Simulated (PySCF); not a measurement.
C6H6, SMILES c1ccccc1, singlet at its GFN2-xTB optimised geometry (Å):

```
12

C     -0.6923    -1.1990     0.0000
C     -1.3846     0.0000     0.0000
C     -0.6923     1.1991     0.0000
C      0.6923     1.1991     0.0000
C      1.3846     0.0000     0.0000
C      0.6923    -1.1990     0.0000
H     -1.2324    -2.1348     0.0000
H     -2.4651     0.0001     0.0000
H     -1.2325     2.1348     0.0000
H      1.2326     2.1348     0.0000
H      2.4651     0.0002     0.0000
H      1.2325    -2.1348     0.0000
```

Computed with B3LYP/def2-TZVP run with PySCF. Cells within 0.4 Å of a nucleus heavier than hydrogen are left out (blank, or x).

Map of the Laplacian of the electron density (e/bohr⁵), clipped to [-1.50, 1.50] on the plane z = 0.0 Å:

```
|8888888888888888888888888|
|8888888888888888888888888|
|8888888888888888888888888|
|8888888888888888888888888|
|8888888888888888888888888|
|8888888888888888888888888|
|8888888870899980788888888|
|8888888880699960888888888|
|8888888894x979x4988888888|
|8888888999xx3xx9998888888|
|8888889993489843999888888|
|88888887x2899982x78888888|
|88888001xx99999xx10088888|
|88888887x2899982x78888888|
|8888889993489843999888888|
|8888888999xx3xx9998888888|
|8888888894x979x4988888888|
|8888888880699960888888888|
|8888888870899980788888888|
|8888888888888888888888888|
|8888888888888888888888888|
|8888888888888888888888888|
|8888888888888888888888888|
|8888888888888888888888888|
|8888888888888888888888888|
```
Scale: ten equal steps from -1.50 (start of '0') to 0.271 (end of '9'), in the order '0123456789'; x runs from -4.50 to 4.50, y from -4.50 (bottom) to 4.50 (top).
